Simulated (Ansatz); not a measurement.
Structural energy differences of lithium

The calculation used Ansatz 0.2.0, DFT, BLYP, plane waves (420 eV) with PAW, scalar-relativistic. The PAW files were generated under PBE, with cores re-solved for the functional.

Each structure is relaxed within its own symmetry, so a high-lying one may be dynamically unstable.

```csv
structure,ΔE (meV/atom),V (Å³/atom),cell,magnetic state
dhcp,-3,19.97,"a = 3.048 Å, c = 9.929 Å (c/a = 3.258)",spin not included
9R,-3,20.02,"a = 3.054 Å, c = 22.300 Å (c/a = 7.301)",spin not included
fcc,-2,20.02,a = 4.310 Å,spin not included
hcp,-2,20.05,"a = 3.050 Å, c = 4.975 Å (c/a = 1.631)",spin not included
bcc,0,20.04,a = 3.422 Å,spin not included
omega (AlB2-type),11,20.03,"a = 4.913 Å, c = 2.875 Å (c/a = 0.585)",spin not included
A15,16,20.02,a = 5.431 Å,spin not included
simple cubic,117,20.26,a = 2.726 Å,spin not included
diamond,491,27.99,a = 6.073 Å,spin not included
```

ΔE counts from bcc.

BLYP puts dhcp 3 meV/atom below bcc, the structure of the real element at low temperature or room conditions.

Differences under about 8 meV lie within the error of the k-point mesh.
